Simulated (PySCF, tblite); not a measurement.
# C4H3FN radical: geometry, infrared bands and EPR parameters

Aim: predict the infrared bands and EPR parameters of C4H3FN radical (`F/[C]=C\[C@H]1C=N1`).

Computed with tblite 0.8.0 and PySCF 2.14.0, with density-fitted response routines of our own, on a single molecule in the gas phase. Atoms count from 0, in the outputs and in this text.

## 1. The starting structure

9 atoms, charge 0, multiplicity 2; geometry from: force field or distance geometry start.

Bonds of the start (Å): F0–C1 1.35, C1–C2 1.29, C2–C3 1.46, C3–C4 1.41, C4–N5 1.24, N5–C3 1.54, C2–H6 1.07, C3–H7 1.08, C4–H8 1.10.

## 2. Geometry optimisation with GFN2-xTB

Job settings and geometry (Å):

```
{"job": {"kind": "relax", "xc": "GFN2-xTB", "basis": "xTB"}, "charge": 0, "multiplicity": 2}
F      2.842800    -0.218200    -0.769500
C      1.733400    -0.209500    -0.003500
C      0.683800    -0.214300     0.753500
C     -0.493300     0.530200     0.303500
C     -1.493000    -0.190000    -0.388900
N     -1.847800    -0.026400     0.785600
H      0.668600    -0.712600     1.705700
H     -0.440100     1.607100     0.260600
H     -1.640900    -0.560400    -1.409200
```

Command:

```bash
$ OMP_NUM_THREADS=1 python probes_run.py task.json out
```

This one command runs all jobs of the session in turn.

Output:

```text
step      E/eV     max force
  0    -476.23660    2.955
  1    -476.37237    2.367
  2    -476.42197    0.968
  3    -476.44304    0.430
  4    -476.45688    0.503
  5    -476.46639    0.693
  6    -476.47333    0.305
  7    -476.47987    0.424
  8    -476.48979    0.588
  9    -476.51177    0.814
 10    -476.48110    2.120
 11    -476.55449    0.890
 12    -476.58611    0.859
 13    -476.59599    1.303
 14    -476.68598    0.591
 15    -476.71433    0.552
 16    -476.75172    0.584
 17    -476.76821    0.466
 18    -476.80437    0.345
 19    -476.81478    0.346
 20    -476.82793    0.301
 21    -476.84159    0.447
 22    -476.86238    0.538
 23    -476.88086    0.462
 24    -476.89343    0.306
 25    -476.90033    0.266
 26    -476.90652    0.288
 27    -476.91366    0.290
 28    -476.91939    0.208
 29    -476.92305    0.460
 30    -476.92651    0.145
 31    -476.92912    0.119
 32    -476.93035    0.136
 33    -476.93148    0.119
 34    -476.93215    0.062
 35    -476.93256    0.055
 36    -476.93287    0.053
 37    -476.93328    0.077
 38    -476.93395    0.103
 39    -476.93488    0.102
 40    -476.93571    0.064
 41    -476.93614    0.055
 42    -476.93636    0.045
 43    -476.93663    0.059
 44    -476.93701    0.063
 45    -476.93748    0.063
 46    -476.93795    0.060
 47    -476.93844    0.066
 48    -476.93905    0.094
 49    -476.93990    0.099
 50    -476.94113    0.105
 51    -476.94318    0.144
 52    -476.94737    0.239
 53    -476.94944    0.575
 54    -476.95287    0.681
 55    -476.96289    0.270
 56    -476.97278    0.372
 57    -476.98127    0.527
 58    -476.98896    0.217
 59    -476.99166    0.235
 60    -476.99382    0.258
 61    -476.99714    0.197
 62    -476.99981    0.212
 63    -477.00128    0.163
 64    -477.00300    0.185
 65    -477.00532    0.120
 66    -477.00630    0.325
 67    -477.00771    0.162
 68    -477.00843    0.104
 69    -477.00881    0.077
 70    -477.00922    0.058
 71    -477.00944    0.045
 72    -477.00948    0.018
 73    -477.00950    0.018
 74    -477.00951    0.014
 75    -477.00951    0.015
 76    -477.00953    0.011
 77    -477.00953    0.006
```

It took 0.48 s on 1 thread of Intel Xeon Platinum 8259CL at 2.50GHz, shared host.

The steps of the relaxation: (not every step is listed)

```
step  energy from step 0 (eV)  largest force (eV/Å)
   0                   0.0000                2.9552
   1                  -0.1358                2.3671
   2                  -0.1854                0.9681
   3                  -0.2064                0.4299
   4                  -0.2203                0.5034
   5                  -0.2298                0.6932
   6                  -0.2367                0.3051
   7                  -0.2433                0.4243
   8                  -0.2532                0.5882
  14                  -0.4494                0.5909
  20                  -0.5913                0.3012
  26                  -0.6699                0.2881
  32                  -0.6937                0.1356
  38                  -0.6973                0.1031
  44                  -0.7004                0.0631
  50                  -0.7045                0.1054
  56                  -0.7362                0.3725
  62                  -0.7632                0.2124
  68                  -0.7718                0.1042
  72                  -0.7729                0.0185
  73                  -0.7729                0.0180
  74                  -0.7729                0.0137
  75                  -0.7729                0.0149
  76                  -0.7729                0.0112
  77                  -0.7729                0.0064
```

Distances of close pairs at the start and the end, largest changes first:

```
 bond  before (Å)  after (Å)  change (Å)
C3–C4       1.413      1.454      +0.041
C3–N5       1.542      1.503      -0.039
C4–H8       1.095      1.063      -0.032
C2–C3       1.464      1.493      +0.029
F0–C1       1.348      1.322      -0.026
C4–N5       1.238      1.251      +0.014
C1–C2       1.294      1.303      +0.008
C3–H7       1.079      1.083      +0.004
```

The end geometry stands in the next job.

## 3. Harmonic vibrations with GFN2-xTB

Job settings and geometry (Å):

```
{"job": {"kind": "ir", "xc": "GFN2-xTB", "basis": "xTB"}, "charge": 0, "multiplicity": 2}
F      2.675883     0.691358    -0.231311
C      2.020812    -0.225461     0.460437
C      0.745080    -0.434258     0.620291
C     -0.338128     0.404812     0.027265
C     -1.639958    -0.177300    -0.255801
N     -1.632455     0.523166     0.781243
H      0.418653    -1.257485     1.236835
H     -0.001622     1.277990    -0.518675
H     -2.234704    -0.796827    -0.882401
```

Output:

```text
mode    cm-1     km/mol
  1      63.4      6.10
  2     142.7      0.87
  3     279.6      7.00
  4     347.5      3.85
  5     416.1      5.30
  6     607.7      0.10
  7     759.0      8.05
  8     803.5      8.71
  9     830.6     16.31
 10     909.6     14.11
 11     975.6     57.00
 12     991.1     21.19
 13    1071.6    108.39
 14    1208.2     41.03
 15    1216.6      6.61
 16    1304.1     14.76
 17    1751.4    163.55
 18    1783.8     56.82
 19    3037.3     19.31
 20    3086.0      5.93
 21    3226.5      4.12
```

It took 0.22 s on 1 thread of Intel Xeon Platinum 8259CL at 2.50GHz, shared host.

Which atoms move in the most intense modes:

```
cm⁻¹  km/mol                               atoms
 831    16.3  C3 26 %, H6 24 %, N5 19 %, H8 13 %
 976    57.0  C2 27 %, C3 22 %, H7 17 %, F0 13 %
 991    21.2                    H7 65 %, C3 14 %
1072   108.4  H6 26 %, F0 20 %, C1 18 %, C2 17 %
1208    41.0                    H7 39 %, H6 33 %
1751   163.6                    C1 56 %, C2 41 %
1784    56.8                    C4 45 %, N5 44 %
3037    19.3                             H7 92 %
```

## 4. EPR parameters: B3LYP/pcH-1

Same as in step 3 but for these lines:

```diff
@@ -1,2 +1,2 @@
-{"job": {"kind": "ir", "xc": "GFN2-xTB", "basis": "xTB"}, "charge": 0, "multiplicity": 2}
+{"job": {"kind": "epr", "basis": "pcH-1"}, "charge": 0, "multiplicity": 2}
 F      2.675883     0.691358    -0.231311
```

Method: UKS B3LYP, pcH-1 on C F H N, non-relativistic, mean-field spin-orbit, GIAO.

Output:

```text
UKS, coarse grid
  cycle   1  E = -308.59013154  |g| = 3.53e-01
  cycle   2  E = -308.50601492  |g| = 5.81e-01
  cycle   3  E = -308.63862493  |g| = 9.50e-02
  cycle   4  E = -308.64168815  |g| = 5.17e-02
  cycle   5  E = -308.64268457  |g| = 1.55e-02
  cycle   6  E = -308.64281380  |g| = 5.99e-03
  cycle   7  E = -308.64284385  |g| = 2.74e-03
  cycle   8  E = -308.64285300  |g| = 1.79e-03
  cycle   9  E = -308.64285937  |g| = 7.71e-04
UKS, final grid
  cycle   1  E = -308.64285915  |g| = 8.95e-04
  cycle   2  E = -308.64285892  |g| = 1.41e-03
  cycle   3  E = -308.64285978  |g| = 2.33e-04
  cycle   4  E = -308.64285984  |g| = 1.49e-04
  cycle   5  E = -308.64285991  |g| = 1.09e-04
  cycle   6  E = -308.64285992  |g| = 2.12e-05
E = -308.64285992 Eh   <S^2> = 0.7602 (exact 0.7500)
g shifts (ppm)      1          2          3
  rmc          -221       -221       -221
  gc              2         51        -71
  oz_so        -130       -170       2506
  total        -348       -340       2214
hyperfine (MHz)  atom isotope    a_iso     a_fc   dipolar eigenvalues
    0   19F     375.88     375.88   -290.89   -220.90    511.80
    1   13C     563.89     563.89    -79.53    -51.14    130.68
    2   13C      67.12      67.12    -24.60     -1.93     26.53
    3   13C      63.73      63.73     -5.68     -4.88     10.56
    4   13C      -3.95      -3.95     -2.31      0.25      2.06
    5   14N       0.98       0.98     -1.80     -0.05      1.85
    6    1H      44.29      44.29     -8.10     -6.49     14.59
    7    1H      -1.76      -1.76     -4.32     -1.01      5.33
    8    1H      -3.44      -3.44     -1.01     -0.48      1.48
```

Wall time 32 s (1 thread of Intel Xeon Platinum 8259CL at 2.50GHz, shared host); peak memory 0.7 GiB.

Principal g values 2.00197, 2.00198, 2.00453; g(iso) = 2.00283, against 2.00232 for a free electron.

Hyperfine couplings, nucleus by nucleus at this fixed geometry (no averaging over rotations):

```
nuclei  isotope  a(iso) (MHz)  a(iso) (G, at g = 2.0023)  largest dipolar term (MHz)
    C1      13C         563.9                      201.2                       130.7
    F0      19F         375.9                      134.1                       511.8
    C2      13C          67.1                       24.0                        26.5
    C3      13C          63.7                       22.7                        10.6
    H6       1H          44.3                       15.8                        14.6
    C4      13C          -3.9                       -1.4                        -2.3
    H8       1H          -3.4                       -1.2                         1.5
    H7       1H          -1.8                       -0.6                         5.3
    N5      14N           1.0                        0.3                         1.9
```

Mulliken spin populations:

```
atom  value (e)
  F0       0.09
  C1       0.95
  C2      -0.11
  C3       0.06
  C4       0.00
  N5       0.00
  H6       0.02
  H7       0.00
  H8       0.00
```

In first order the couplings over 0.8 MHz of 19F, 1H, 14N give 48 distinct lines over 152.5 G.

The fields below are evaluated on a grid from the run's orbitals.

ELF in a plane through or near 6 of the atoms.

Ten even steps from '0' (0.00) to '9' (1.00):
```
0000000000000000000000000000
0000000000000000000000000000
0000000000000000000000000000
0000000000013310000000000000
0000000000169982000000000000
0000013200389993000000000000
0000367740389992002100000000
0000579984479970035310000000
0000258977723640257420000000
0000015613832873466641000000
0000245654437642653652000000
0001578772003632556652000000
0001468883008997225641000000
0000136662019999101331000000
0000001220029998100000000000
0000000000018995000000000000
0000000000000220000000000000
0000000000000000000000000000
0000000000000000000000000000
0000000000000000000000000000
```
The map spans 10.5 Å across and 8.5 Å up, centred on the molecule. Atoms in the plane (x, y in Å): C1 (-2.0, 0.4), C2 (-0.8, 0.6), C3 (0.3, -0.4), C4 (1.7, -0.1), H6 (-0.4, 1.7), H7 (0.0, -1.4).

On the surface of density 0.002 e/bohr³ the electrostatic potential runs, from the 1st to the 99th percentile, from -1.51 V near N5 to 1.81 V near H8.

The spin density lies nearest to C1 72 %; F0 12 %; C2 7 % (both signs).

## 5. Summary of results

| quantity | value |
| --- | --- |
| strongest single infrared mode (GFN2-xTB) | 1751 cm⁻¹, 164 km/mol |
| zero-point energy (GFN2-xTB) | 35.5 kcal/mol |
| g(iso) (B3LYP) | 2.00283 |
| ⟨S²⟩ | 0.760 (exact 0.75) |
| largest a(iso) | 13C on C1, 563.9 MHz |
| surface potential, 1st and 99th percentile | -1.51 V and 1.81 V |

**Reading.** The optimisation took 77 steps and gained 0.773 eV; among the close pairs (by a distance rule), C3–C4 changed most, from 1.413 to 1.454 Å. All 21 modes are real, so the xTB geometry is a minimum. The strongest single mode, at 1751 cm⁻¹, moves mainly C1 and C2. GFN2-xTB is a fitted tight-binding method: band positions and strengths are rough. Its intensities can rank the bands wrongly. C1 carries the largest spin population, 0.95 e. The isotropic g lies 0.5 ppt above the free-electron value.
